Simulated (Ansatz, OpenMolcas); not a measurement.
Worked example: vertical ionisation energy of BPH4 (SMILES BP)

The species is BPH4 (6 atoms), meant as a singlet with charge 0. As SMILES, `BP`. The shape is that of a GFN2-xTB optimisation.

Both states at this one shape; open shells run unrestricted unless said. 1 Eh = 27.2114 eV.

```
                                 level     program  singlet BPH4 (Eh)  doublet [BPH4]+ (Eh)
     HF/STO-3G, open shells restricted  OpenMolcas        -363.587314           -363.343895
BCCD(T)/STO-3G, 6 core orbitals frozen      Ansatz        -363.689481           -363.437459
CCSD(T)/STO-3G, 6 core orbitals frozen      Ansatz        -363.689524           -363.437469
```

Question: Work out the vertical ionisation energy at each level.

Answer: 
1. HF/STO-3G, open shells restricted: -363.343895 − (-363.587314) = 0.243419 Eh = 6.62 eV.
2. BCCD(T)/STO-3G: -363.437459 − (-363.689481) = 0.252022 Eh = 6.86 eV.
3. CCSD(T)/STO-3G: -363.437469 − (-363.689524) = 0.252055 Eh = 6.86 eV.

No measured value is set beside it here; the levels span 6.62 to 6.86 eV. Hartree–Fock favours the state with fewer electron pairs, since it lacks pair correlation. Minimal sets are far from the basis-set limit.
